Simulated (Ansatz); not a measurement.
Geometry optimisation, RKS r2SCAN-D4/6-31G* in Ansatz.

Input file:

```yaml
crystal:
  periodic: [false, false, false]
  atoms:
    - { symbol: Si, position_ang: [0.0, 0.0, 0.0] }
    - { symbol: C, position_ang: [0.0, 0.0, 1.87] }
    - { symbol: H, position_ang: [-0.9996, -0.3092, 2.2405] }
    - { symbol: H, position_ang: [0.7676, -0.7111, 2.2405] }
    - { symbol: H, position_ang: [0.232, 1.0203, 2.2405] }
    - { symbol: H, position_ang: [1.3768, 0.0, -0.4862] }
    - { symbol: H, position_ang: [-0.6877, 1.1914, -0.4862] }
    - { symbol: Si, position_ang: [-1.0456, -1.8115, -0.7393] }
    - { symbol: H, position_ang: [-1.7029, -2.4846, 0.3772] }
    - { symbol: H, position_ang: [-2.0454, -1.4265, -1.7311] }
    - { symbol: H, position_ang: [-0.0777, -2.7173, -1.3511] }
basis:
  gaussian: { orbitals: "6-31G*" }
hamiltonian:
  xc: r2scan
  dispersion: d4
relax:
  f_tol: 0.02
  max_steps: 40
output:
  orbitals: {}
```

Command:

```bash
$ ansatz run input.yaml --threads 1 --pin off --max-ram 2048MiB --backend cpu --events-out ev --progress --plain --runs-dir out
```

Problem. Where does it end, and by what steps?

Solution. The forces met the threshold. The force dipped under the threshold on the way, but the program's further checks kept it going. After 14 steps the energy has fallen by 0.269 eV; H10 moved furthest, 0.91 Å.

| step | energy less start (eV) | largest force component (eV/Å) | accepted |
| --- | --- | --- | --- |
| 0 | 0.0000 | 0.728 | yes |
| 1 | -0.2093 | 0.331 | yes |
| 2 | -0.2259 | 0.159 | yes |
| 3 | -0.2292 | 0.048 | yes |
| 4 | -0.2363 | 0.027 | yes |
| 5 | -0.2381 | 0.031 | yes |
| 6 | -0.2402 | 0.277 | yes |
| 7 | -0.2481 | 0.136 | yes |
| 8 | -0.2575 | 0.017 | yes |
| 9 | -0.2592 | 0.254 | yes |
| 10 | -0.2636 | 0.110 | yes |
| 11 | -0.2682 | 0.005 | yes |
| 12 | -0.2685 | 0.010 | yes |
| 13 | -0.2688 | 0.021 | yes |
| 14 | -0.2688 | 0.007 | yes |

```xyz
11
Properties=species:S:1:pos:R:3
Si -0.172 0.113 0.054
C 0.195 -0.027 1.902
H -0.719 -0.241 2.469
H 0.912 -0.833 2.100
H 0.621 0.907 2.286
H 1.081 0.430 -0.695
H -1.127 1.235 -0.195
Si -1.087 -1.866 -0.796
H -2.361 -2.205 -0.095
H -1.379 -1.752 -2.255
H -0.146 -3.009 -0.602
```

Whether the end is a true minimum wasn't checked by a vibrational analysis.

Run time: 44 s on 1 thread of Intel(R) Xeon(R) Platinum 8488C (Sapphire Rapids), with other jobs on the host, peak memory 0.15 GiB.
